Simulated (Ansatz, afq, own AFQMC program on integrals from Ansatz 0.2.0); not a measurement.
AFQMC on a folder of integrals that Ansatz 0.2.0 wrote.

```yaml
crystal:
  periodic: [false, false, false]
  atoms:
    - {symbol: B, position_ang: [0.000000, 0.000000, 0.008418]}
    - {symbol: O, position_ang: [0.000000, 0.000000, -1.189543]}
    - {symbol: H, position_ang: [0.000000, 0.000000, 1.181125]}
basis:
  gaussian: {orbitals: cc-pVDZ}
magnetization: {spin_polarized: false}
correlation: {method: ccsd_t, electrons: outside_noble_gas, hamiltonian_folder: ham}
```

```sh
$ ansatz run in.yaml --threads 1 --pin off --events-out ev --progress --plain --max-ram 1382MiB
```

afq runs on the folder ham with

```
--method phaseless --trial cisd --walkers 100 --populations 1 --least-time 40 --time-step 0.005 --steps-per-block 50 --equilibration-blocks 28 --max-blocks 300 --target-error 0.00038 --factor-cut 1e-05 --seed 7229 --release-times 0.24,0.51,0.99,1.62,2.4 --release-step 0.03 --release-every 4 --taylor-order 6
```

Times are imaginary, in 1/Eh. The walk had a cap of 512 s.

afq prints:

```
orbitals 31  electrons 5 5  factors 229 of 304
reference energy -100.17410513 Eh
CCSD correlation -0.27517461 Eh in 11 cycles, weight of the determinant in the CISD state 0.9024
energy of the start -100.449280 Eh
 block  time / (1/Eh)  mean weight  energy / Eh
     1     0.250  0.9968  -100.446985
     2     0.500  0.9994  -100.451527
     3     0.750  1.0031  -100.458982
     4     1.000  0.9992  -100.454045
     5     1.250  1.0019  -100.456364
     7     1.750  0.9983  -100.462585
     9     2.250  0.9977  -100.470315
    17     4.250  0.9996  -100.462287
    33     8.250  0.9977  -100.453897
    49    12.250  1.0000  -100.457855
    65    16.250  1.0021  -100.450290
    81    20.250  0.9999  -100.455405
    97    24.250  0.9999  -100.464482
   105    26.250  0.9982  -100.449350
   113    28.250  1.0013  -100.454860
   129    32.250  0.9990  -100.463972
   145    36.250  0.9997  -100.460452
   161    40.250  1.0021  -100.458174
   177    44.250  0.9977  -100.451074
   193    48.250  1.0006  -100.460538
   209    52.250  0.9982  -100.467913
   225    56.250  0.9997  -100.459421
   241    60.250  1.0005  -100.454673
   257    64.250  0.9990  -100.459427
   273    68.250  1.0009  -100.457358
   289    72.250  0.9998  -100.473727
   305    76.250  0.9997  -100.451499
   321    80.250  1.0008  -100.467866
blocks merged  error / Eh  count
     1  0.000318  300
     2  0.000375  150
     4  0.000430  75
     8  0.000501  37
    16  0.000517  18
    32  0.000591  9
released: time / (1/Eh)  energy / Eh  error  mean overlap
  0.24  -100.459016  0.000367  1.0036
  0.51  -100.459550  0.000437  1.0023
  0.99  -100.459038  0.000406  1.0083
  1.62  -100.459449  0.000623  1.0074
  2.40  -100.461563  0.000756  0.9871
energy -100.459548 +/- 0.000517 Eh
(rows thinned)
```

The run passed its tests (sampling time, drift between the halves within three errors, error under three times the target), which doesn't prove that it has relaxed. The second half of the sampling lies below the first by 1.9 errors of their difference, so the energy may still be moving and its error bar be too small.

Against this walk (error 14.1 meV) on the same determinant: CCSD(T) 33.9 meV higher, CCSDT(Q) 8.6 meV lower (within the noise). The error is statistical and leaves out the bias of the constraint. The released energies are still falling (meV from the phaseless value at times in 1/Eh: 14 ± 10 at 0.24, 0 ± 12 at 0.51, 14 ± 11 at 0.99, 3 ± 17 at 1.62, -55 ± 21 at 2.40), so they give no level.

Cautions: constraint bias not in the error; error above the target (14.1 against 10.3 meV); higher spins were not checked; raised T1 diagnostic (T1 0.022, weight of the determinant 0.90, largest double 0.06); the bias of populations of 100 walkers isn't removed.

The walk took 3 min on 1 thread of Intel(R) Xeon(R) Platinum 8488C (Sapphire Rapids), on a shared host. The log's last line is the phaseless energy.

CCSDT and higher add their correlation energy to the determinant of the CCSD(T) run, since their own runs factorise the integrals more tightly (a shift of under 2 meV). A walk keeps the symmetry of its determinant, which the program's search chose and which needn't be the lowest solution, so a lower state of the same spin and another symmetry isn't excluded.
